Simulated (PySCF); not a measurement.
CHF2CHF2, C₂H₂F₄.
Z-matrix (Å and degrees, GFN2-xTB geometry), rows numbered from 1:
```
F 
C   1  1.3458
F   2  1.3457  1  107.17
C   2  1.5415  1  109.40  3   118.54
F   4  1.3457  2  109.49  1  -179.73
F   4  1.3457  2  109.42  1    63.11
H   2  1.1004  1  109.21  3  -118.26
H   4  1.1004  2  112.15  1   -58.34
```

Computed, not measured: PySCF 2.14.0, density-fitted response routines, TDDFT CAM-B3LYP/def2-SVPD, vertical, gas phase, core orbitals frozen in the response.

For one non-degenerate pair of states in vacuum, A = 0.6670 f ν̃² s⁻¹ with ν̃ in cm⁻¹, τ = 1/A, |μ|² = 3f / (2ΔE) in atomic units, and the integrated cross-section is ∫σ dE = 109.76 f Mb·eV.

The rates are for emission to S0 at the absorption energy, with no other channel.

Energies and rates of the computed singlets with f of 0.002 or more:

```csv
state,E (eV),A (s⁻¹)
S2,9.73,2.47×10⁸
S4,10.58,5.59×10⁸
S7,11.60,6.22×10⁷
S8,11.70,1.11×10⁸
```

Q: Go back from the rates to the oscillator strengths and transition dipoles.

A: f = A / (0.6670 ν̃²), and |μ| follows from f:

```tsv
state	f	|μ| (D)	τ	main configurations (H = HOMO, L = LUMO)
S2	0.060	1.28	4 ns	H→L+1 (87%)
S4	0.115	1.70	1.8 ns	H→L+3 (89%)
S7	0.011	0.49	16 ns	H-1→L (55%), H-2→L+2 (29%)
S8	0.019	0.65	9 ns	H-2→L+1 (55%), H-3→L (20%), H-4→L+2 (12%)
```

Q: By what factor does the largest A in the list exceed the smallest?

A: S4 has 9 times the rate of S7.

Q: What is the integrated cross-section of all computed states together?

A: Σf = 0.205 over S1 to S8, so 109.76 × Σf ≈ 22.5 Mb·eV.

Q: How much energy does a mole of photons resonant with S4 carry?

A: 10.576 eV × 96.485 = 1020 kJ/mol (244 kcal/mol).

The run took 17 s wall on one thread of an Arm Neoverse V1, no GPU, on a shared host.

One conformer stands for the species.
